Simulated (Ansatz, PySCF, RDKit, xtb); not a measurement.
**Which structure has the formula CH5BSi+?**

Only the formula CH5BSi+ is given (charge +1, odd number of electrons). Aim: find the structure of lowest free energy at 298.15 K, then its properties.

The funnel: GFN2-xTB relaxations, single points with a density functional, relaxations at r2SCAN-D4/def2-SVP, harmonic vibrations, and a last energy at a higher level. All values are calculated.

8 further runs of the same task are left out: 8 set aside as unsound or not needed.

### 1 Candidates

A program enumerates the bonding patterns with one Lewis structure each (two rings at most, one unusual centre or charged pair), with their diastereomers. O–O, O–halogen and N–halogen bonds and N–N–N chains are not drawn. That gives 9 candidates.

| label | SMILES | spin |
| --- | --- | --- |
| c300 | [CH2]B[SiH2+] | doublet |
| c302 | [CH2][B+][SiH3] | doublet |
| c494 | B[SiH+][CH2] | doublet |
| c600 | [BH+][SiH2][CH2] | doublet |
| c612 | C[B][SiH2+] | doublet |
| c818 | [BH][SiH+]C | doublet |
| c838 | [BH]C[SiH2+] | doublet |
| c895 | [BH+][CH][SiH3] | doublet |
| c897 | B[CH][SiH2+] | doublet |

Candidates are built by distance geometry, with a force field where one applies, in up to four conformers (letters a to d). 10 starts with atoms placed at random are added, to find patterns that the rules miss.

Q: Predict the outcome of this search (final energies at CCSD(T)/def2-SVP + MP2/def2-TZVPP - MP2/def2-SVP).

| quantity | value |
| --- | --- |
| lowest structure found | C[B][SiH2+], doublet, Cs |
| next finalist | [BH]1[CH2][SiH2]1 ‡, doublet, 6.8 kcal/mol higher in G |
| share at equilibrium, among the finalists | 100.0 % |
| harmonic wavenumbers, lowest and highest (r2SCAN-D4/def2-SVP) | 60 and 3109 cm⁻¹ |
| rotational constants, same geometry | 2.532, 0.1262, 0.1231 cm⁻¹ |
| HOMO energy (highest over α and β) (PBE0/def2-TZVPD) | -12.24 eV |
| LUMO energy (lowest over α and β) (PBE0/def2-TZVPD) | -8.98 eV |
| lowest excitation (TD-CAM-B3LYP/def2-SVPD) | 1.85 eV (f = 0.000) |
| strongest of the states computed, same level | 4.05 eV (f = 0.233) |
| vertical ionisation energy (to the singlet ion of charge +2) | 14.40 eV |
| vertical recombination energy (electron added) | 7.08 eV |
| vertical quartet less doublet | +4.77 eV |

`C[B][SiH2+]` comes out lowest. The margin of 6.8 kcal/mol over the next finalist is beyond the usual error of the last level; it says nothing of structures that weren't ranked. GFN2-xTB, r2SCAN-D4/def2-SVP, r2SCAN-D4/def2-SVP, relaxed, HF/def2-SVP and MP2/def2-SVP already put its bonding pattern lowest among the structures in one piece; HF/STO-3G favours the doublet [BH2][CH2][SiH] ‡ (c402, not a finalist). The stability test raises a flag; for an open shell a flag towards a general spinor solution can be the free rotation of the spin. Lowest found is not proven lowest: the search is finite, and each finalist counts with one conformer. Patterns outside the rules of the enumeration were met only by chance.

‡ marks the bonded skeleton alone, with all bonds drawn single: no Lewis structure was assigned that passes a check against the bond lengths.
